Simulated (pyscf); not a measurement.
PySCF, gas phase, ωB97X-D3(BJ)/def2-SVP geometries.

**Question.** PBE/def2-TZVP puts the barrier of Cl–GaH–Cl + hydrogen (H₂) → hydrogen chloride (HCl) + Cl–GaH₂ (four-centre exchange; singlet surface; Cl–Ga, H–H broken, Cl–H, Ga–H formed) at 109.0 kJ/mol and the reaction energy at +99.2 kJ/mol, from the separated reactants. What do r²SCAN/def2-TZVP, B3LYP-D3(BJ)/def2-TZVP, ωB97M-D3(BJ)/def2-TZVP give on the same structures?

**Answer.** r²SCAN: ΔE‡ = 115.3 kJ/mol, ΔE = +107.6 kJ/mol; B3LYP-D3(BJ): ΔE‡ = 129.3 kJ/mol, ΔE = +102.7 kJ/mol; ωB97M-D3(BJ): ΔE‡ = 133.2 kJ/mol, ΔE = +97.5 kJ/mol. PBE's barrier lies under all of them, by 6.3 to 24.2 kJ/mol. Its reaction energy lies among theirs. On the product side the descent ends in an adduct with a Cl–Ga contact, 37.2 kJ/mol under the separated species and 60.9 kJ/mol under the saddle at ωB97X-D3(BJ)/def2-TZVP. What is counted as broken (Cl–Ga) persists as a longer contact in the product adduct; parting that adduct is a step of its own. This is the saddle that the search found; another between the same sides may lie lower. Elements up to Kr have no core potential and no relativistic terms here.
